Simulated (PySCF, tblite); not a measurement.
**C₅H₈O: a rotation path, then NMR shifts on frames, part 1 of 2**

How do NMR shifts of C₅H₈O (`C=C=C(C)CO`) change as the atoms move?

Programs: tblite 0.8.0 and PySCF 2.14.0, with density-fitted response routines of our own. Each step states its level of theory. These are calculated values for one molecule in the gas phase, unless marked as measured. Atoms are numbered from 0 throughout.

### 1 The molecule as given

14 atoms, charge 0, multiplicity 1; geometry from: GFN2-xTB.

Bonds of the start (Å): C0–C1 1.29, C1–C2 1.30, C2–C3 1.50, C2–C4 1.52, C4–O5 1.41, C0–H6 1.08, C0–H7 1.08, C3–H8 1.09, C3–H9 1.09, C3–H10 1.09, C4–H11 1.09, C4–H12 1.10, O5–H13 0.96.

### 2 A band between two rotamers with GFN2-xTB

Job settings and geometry (Å):

```
{"job": {"kind": "neb", "xc": "GFN2-xTB", "basis": "xTB", "atoms": [3, 2, 4, 5], "turn": 120}, "charge": 0, "multiplicity": 1}
C      2.483668     0.078423    -0.081936
C      1.191605     0.161358    -0.060012
C     -0.106621     0.222649    -0.068494
C     -0.897082     1.276240     0.652956
C     -0.926309    -0.837842    -0.775918
O     -1.596000    -1.684699     0.134568
H      3.031510    -0.473115     0.666680
H      3.073021     0.564017    -0.844321
H     -1.418596     1.904407    -0.068839
H     -1.644276     0.797177     1.284063
H     -0.252416     1.901417     1.264669
H     -1.717780    -0.364929    -1.363671
H     -0.283598    -1.423778    -1.447969
H     -0.937805    -2.121798     0.686059
```

With the program's defaults for keys left out, this is: GFN2-xTB climbing-image nudged elastic band, gas phase.

Run with:

```bash
> OMP_NUM_THREADS=1 python probes_run.py task.json out
```

One launch serves the whole session: the jobs run in the order shown.

Standard output:

```text
image   E - E0 / eV
  0       0.0000
  1       0.0080
  2       0.0372
  3       0.0763
  4       0.1017
  5       0.0983
  6       0.0746
  7       0.0493
  8       0.0378
```

It took 1.8 s on 1 thread of INTEL XEON PLATINUM 8581C at 2.10GHz, shared host; peak memory 0.18 GiB.

The final band, with the dihedral C3–C2–C4–O5:

| image | dihedral (°) | energy (eV) | energy (kcal/mol) |
| --- | --- | --- | --- |
| 0 | -69 | 0.000 | 0.0 |
| 1 | -55 | 0.008 | 0.2 |
| 2 | -40 | 0.037 | 0.9 |
| 3 | -25 | 0.076 | 1.8 |
| 4 | -8 | 0.102 | 2.3 |
| 5 | 9 | 0.098 | 2.3 |
| 6 | 27 | 0.075 | 1.7 |
| 7 | 44 | 0.049 | 1.1 |
| 8 | 61 | 0.038 | 0.9 |

### 3 Shielding tensors: image 0, PBE0/pcSseg-1

Job settings and geometry (Å):

```
{"job": {"kind": "nmr", "xc": "PBE0", "basis": "pcSseg-1", "pop": false}, "charge": 0, "multiplicity": 1}
C      2.483700     0.078400    -0.081900
C      1.191600     0.161400    -0.060000
C     -0.106600     0.222600    -0.068500
C     -0.897100     1.276200     0.653000
C     -0.926300    -0.837800    -0.775900
O     -1.596000    -1.684700     0.134600
H      3.031500    -0.473100     0.666700
H      3.073000     0.564000    -0.844300
H     -1.418600     1.904400    -0.068800
H     -1.644300     0.797200     1.284100
H     -0.252400     1.901400     1.264700
H     -1.717800    -0.364900    -1.363700
H     -0.283600    -1.423800    -1.448000
H     -0.937800    -2.121800     0.686100
```

Method: GIAO PBE0/pcSseg-1 NMR shielding, non-relativistic, gas phase.

Standard output:

```text
coarse grid: 11480 points
cycle   1  E = -270.0229516280  dE =  7.365e-01  |g| = 6.330e-01  |ddm| = 3.475e+00
cycle   2  E = -269.9728947730  dE =  5.006e-02  |g| = 8.435e-01  |ddm| = 1.096e+00
cycle   3  E = -270.1012362799  dE = -1.283e-01  |g| = 8.717e-02  |ddm| = 6.845e-01
cycle   4  E = -270.1027567479  dE = -1.520e-03  |g| = 2.643e-02  |ddm| = 1.095e-01
cycle   5  E = -270.1029204890  dE = -1.637e-04  |g| = 9.320e-03  |ddm| = 3.704e-02
cycle   6  E = -270.1029389013  dE = -1.841e-05  |g| = 3.719e-03  |ddm| = 1.046e-02
cycle   7  E = -270.1029422135  dE = -3.312e-06  |g| = 3.736e-04  |ddm| = 2.689e-03
final grid: 110224 points
cycle   8  E = -270.1499521050  dE = -2.775e-05  |g| = 9.053e-03  |ddm| = 3.805e-02
cycle   9  E = -270.1499416200  dE =  1.049e-05  |g| = 1.186e-02  |ddm| = 1.666e-02
cycle  10  E = -270.1499695829  dE = -2.796e-05  |g| = 1.435e-03  |ddm| = 9.718e-03
cycle  11  E = -270.1499700101  dE = -4.272e-07  |g| = 1.801e-04  |ddm| = 1.092e-03
cycle  12  E = -270.1499700134  dE = -3.255e-09  |g| = 1.405e-04  |ddm| = 2.576e-04
cycle  13  E = -270.1499700184  dE = -5.067e-09  |g| = 1.517e-05  |ddm| = 1.443e-04
cycle  14  E = -270.1499700185  dE = -4.633e-11  |g| = 6.476e-06  |ddm| = 1.807e-05
converged SCF energy = -270.1499700185

GIAO shielding tensors (ppm)
atom      isotropic    diamagn.    paramagn.     s11        s22        s33       span
  0 C      110.157     263.002    -152.846     26.993    132.437    171.039    144.046
  1 C      -32.290     261.937    -294.227    -76.334    -31.236     10.699     87.033
  2 C       81.124     261.302    -180.178     -3.387     89.755    157.004    160.392
  3 C      168.450     245.976     -77.525    154.066    166.909    184.376     30.309
  4 C      114.959     242.477    -127.519     90.457    112.711    141.708     51.251
  5 O      288.833     388.882    -100.048    235.060    286.123    345.316    110.256
  6 H       26.831      30.902      -4.071     24.618     25.426     30.450      5.833
  7 H       26.844      30.125      -3.281     24.609     25.385     30.538      5.929
  8 H       29.943      28.981       0.962     26.064     27.567     36.199     10.135
  9 H       29.318      29.281       0.037     24.736     28.811     34.406      9.670
 10 H       29.928      29.939      -0.011     25.755     28.484     35.546      9.791
 11 H       27.630      29.401      -1.771     24.060     27.420     31.409      7.349
 12 H       27.133      30.388      -3.255     22.465     27.296     31.637      9.173
 13 H       31.697      32.845      -1.148     23.784     29.184     42.122     18.338
```

It took 13 s on 1 thread of INTEL XEON PLATINUM 8581C at 2.10GHz, shared host; peak memory 0.7 GiB.

Shifts follow as δ = σ(reference) − σ, with reference shieldings (ppm) from runs at the same level and on the same kind of geometry: ¹H TMS 31.72, ¹³C TMS 186.9, ¹⁷O H2O 336.1. The references are single molecules in the gas phase, so shifts against H2O, NH3, PH3, H3PO4 or CFCl3 are not on the usual liquid scales and can be off by tens of ppm. Each atom is listed at this fixed geometry, with no averaging over motion; a spectrum would average atoms that exchange fast.

| atoms | environment | σ (ppm) | δ (ppm) |
| --- | --- | --- | --- |
| C1 | central carbon of an allene | -32.3 | 219.2 |
| C2 | terminal carbon of a cumulated C=C=C unit | 81.1 | 105.8 |
| C0 | terminal carbon of a cumulated C=C=C unit | 110.2 | 76.8 |
| C4 | allylic sp3 CH2 bonded to O | 115.0 | 72.0 |
| C3 | allylic methyl carbon | 168.5 | 18.5 |
| H6 | hydrogen on a terminal carbon of a cumulated C=C=C unit | 26.83 | 4.89 |
| H7 | hydrogen on a terminal carbon of a cumulated C=C=C unit | 26.84 | 4.87 |
| H12 | hydrogen on an allylic sp3 CH2 bonded to O | 27.13 | 4.58 |
| H11 | hydrogen on an allylic sp3 CH2 bonded to O | 27.63 | 4.09 |
| H9 | hydrogen on an allylic methyl carbon | 29.32 | 2.40 |
| H10 | hydrogen on an allylic methyl carbon | 29.93 | 1.79 |
| H8 | hydrogen on an allylic methyl carbon | 29.94 | 1.77 |
| H13 | hydrogen on an alcohol oxygen | 31.70 | 0.02 |
| O5 | alcohol oxygen | 288.8 | 47.2 |

The fields below are evaluated on a grid from the run's orbitals.

Frontier orbitals at PBE0/pcSseg-1, with the share of their density that lies nearest to each atom:

| orbital | energy (eV) | lies on |
| --- | --- | --- |
| HOMO | -7.26 | C1, C2 about 32 % each; O5 9 % |
| LUMO | 0.38 | C1 32 %; C0, C2 about 15 % each; H6, H7 about 8 % each |

ELF in a plane through or near 4 of the atoms.

Ten even steps from ' ' (0.00) to '@' (0.98):
```
                                                        
                                                        
                                                        
                        ..++==..                        
                        %%@@@@**::..                    
                        ##@@@@%%==--..                  
            ..--====..  ..##%%::::**==..                
          ..--==****++..  --**--..##++::                
          ::++**##@@%%++**++%%@@++--::                  
        ..==**++--%%==::%%--::**--                      
        ..==**--::##**::%%****%%++..                    
          ::++****%%%%**==--####++++::....              
          ..::==******::  ..====##%%**++--..            
            ..::==++--    ::++====**##**==..            
                          ----..  ==****--              
                          ....    ..----                
                                                        
                                                        
                                                        
                                                        
```
The map spans 11.5 Å across and 9.7 Å up, centred on the molecule. Atoms in the plane (x, y in Å): C0 (-2.5, -0.1), C1 (-1.2, 0.1), C2 (0.1, 0.2), C3 (0.8, 1.5).

On the surface of density 0.002 e/bohr³ the electrostatic potential runs, from the 1st to the 99th percentile, from -1.58 V near O5 to 1.79 V near H13.

### 4 NMR shieldings: image 2, PBE0/pcSseg-1

Job settings and geometry (Å):

```
{"job": {"kind": "nmr", "xc": "PBE0", "basis": "pcSseg-1", "pop": false}, "charge": 0, "multiplicity": 1}
C      2.535300     0.210800    -0.195500
C      1.243700     0.185400    -0.110100
C     -0.053400     0.149400    -0.037600
C     -0.862200     1.137300     0.754600
C     -0.846600    -0.907400    -0.783400
O     -1.933200    -1.410100    -0.042700
H      3.162600    -0.321300     0.502900
H      3.045600     0.770200    -0.964400
H     -1.446400     1.761400     0.079300
H     -1.561600     0.611400     1.403100
H     -0.218100     1.769300     1.359200
H     -1.291100    -0.468600    -1.682900
H     -0.174300    -1.720700    -1.092700
H     -1.601000    -1.767600     0.788000
```

Method: GIAO PBE0/pcSseg-1 NMR shielding, non-relativistic, gas phase.

Standard output:

```text
coarse grid: 11480 points
cycle   1  E = -270.0226864192  dE =  7.432e-01  |g| = 6.298e-01  |ddm| = 3.512e+00
cycle   2  E = -269.9762989110  dE =  4.639e-02  |g| = 8.294e-01  |ddm| = 1.314e+00
cycle   3  E = -270.1002742306  dE = -1.240e-01  |g| = 8.538e-02  |ddm| = 8.627e-01
cycle   4  E = -270.1017054136  dE = -1.431e-03  |g| = 2.591e-02  |ddm| = 1.135e-01
cycle   5  E = -270.1018589866  dE = -1.536e-04  |g| = 9.422e-03  |ddm| = 4.233e-02
cycle   6  E = -270.1018782732  dE = -1.929e-05  |g| = 3.826e-03  |ddm| = 1.130e-02
cycle   7  E = -270.1018820504  dE = -3.777e-06  |g| = 4.087e-04  |ddm| = 3.112e-03
final grid: 110224 points
cycle   8  E = -270.1489395900  dE = -2.694e-05  |g| = 8.711e-03  |ddm| = 4.100e-02
cycle   9  E = -270.1489306593  dE =  8.931e-06  |g| = 1.121e-02  |ddm| = 1.934e-02
cycle  10  E = -270.1489560184  dE = -2.536e-05  |g| = 1.415e-03  |ddm| = 1.180e-02
cycle  11  E = -270.1489564313  dE = -4.129e-07  |g| = 1.818e-04  |ddm| = 1.250e-03
cycle  12  E = -270.1489564350  dE = -3.675e-09  |g| = 1.368e-04  |ddm| = 2.507e-04
cycle  13  E = -270.1489564398  dE = -4.780e-09  |g| = 1.504e-05  |ddm| = 1.415e-04
cycle  14  E = -270.1489564398  dE = -4.422e-11  |g| = 6.305e-06  |ddm| = 1.872e-05
converged SCF energy = -270.1489564398

GIAO shielding tensors (ppm)
atom      isotropic    diamagn.    paramagn.     s11        s22        s33       span
  0 C      109.234     263.039    -153.805     24.790    131.991    170.922    146.132
  1 C      -29.193     261.349    -290.542    -73.448    -28.148     14.017     87.464
  2 C       82.023     262.050    -180.027      0.775     94.250    151.044    150.269
  3 C      170.150     245.488     -75.338    160.006    167.288    183.156     23.149
  4 C      117.945     242.370    -124.425     89.758    111.737    152.341     62.582
  5 O      296.668     387.983     -91.315    252.629    288.820    348.555     95.925
  6 H       26.825      30.743      -3.918     24.635     25.360     30.479      5.844
  7 H       26.875      30.135      -3.260     24.658     25.399     30.569      5.911
  8 H       29.922      28.895       1.027     26.068     27.297     36.400     10.333
  9 H       29.487      29.852      -0.365     24.437     29.480     34.545     10.108
 10 H       30.031      30.054      -0.024     25.956     28.545     35.591      9.634
 11 H       27.251      28.823      -1.573     22.926     27.168     31.658      8.732
 12 H       27.125      30.346      -3.221     22.452     27.376     31.548      9.096
 13 H       31.784      32.661      -0.877     23.997     28.986     42.367     18.370
```

Wall time 10 s (1 thread of INTEL XEON PLATINUM 8581C at 2.10GHz, shared host); peak memory 0.76 GiB.

Key values: δ C1 216.1, C2 104.9, C0 77.7, C4 69.0, H6 4.89, H7 4.84 ppm.

(Continued in part 2 of 2.)
